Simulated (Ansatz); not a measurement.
`CCOC#N` → `N#CO` + ethylene at 500 K and 1 bar (alkene loss).

Isolated molecules relaxed with PBE0-D4/def2-TZVP in Ansatz; ΔE leaves out vibrations. CCSD(T)/CBS adds triple-zeta CCSD(T) − MP2 to the extrapolated MP2 energy (def2 sets, frozen cores). This one scheme is used for every species. One conformer a species, not always the lowest.

| species | CCSD(T)/CBS energy (Eh) | H − E (kJ/mol) | S (J/(mol·K)) |
| --- | --- | --- | --- |
| `CCOC#N` | -246.99416 | 245.9 | 362.9 |
| `N#CO` | -168.48100 | 78.6 | 266.9 |
| `C=C` | -78.48111 | 155.1 | 245.3 |

H − E and S are ideal-gas, rigid-rotor, harmonic terms from PBE0-D4/def2-TZVP, for one conformer and one mirror image of each species. 1 Eh = 2625.50 kJ/mol, R = 8.31446 J/(mol·K).

Q: By hand: ΔE, ΔH, ΔS and ΔG.

A: ΔE = (-168.48100) + (-78.48111) − (-246.99416) = 0.03205 Eh = 84.1 kJ/mol. Δ(H − E) = 78.6 + 155.1 − 245.9 = -12.2, so ΔH = 71.9 kJ/mol. ΔS = 266.9 + 245.3 − 362.9 = 149.3 J/(mol·K). ΔG = 71.9 − 500 × (149.3)/1000 = -2.8 kJ/mol.

Q: By hand: the equilibrium constant, and the temperature at which ΔG would vanish if ΔH and ΔS stayed fixed.

A: log₁₀ K = −ΔG/(RT ln 10) = 0.3. ΔG = 0 at ΔH/ΔS = 482 K.

The number of gas molecules changes by +1, which sets the sign of ΔS. The sign of ΔG lies within the doubt. A doubt of 5 kJ/mol in ΔE shifts log₁₀ K by 0.5 here. Other conformers and mirror images would add mixing entropy, several J/(mol·K) or more a flexible species. These are equilibria of isolated gas molecules and say nothing of rates. Largest T1 diagnostic: 0.014 (customary marks: 0.02 for closed shells, 0.045 for open ones).
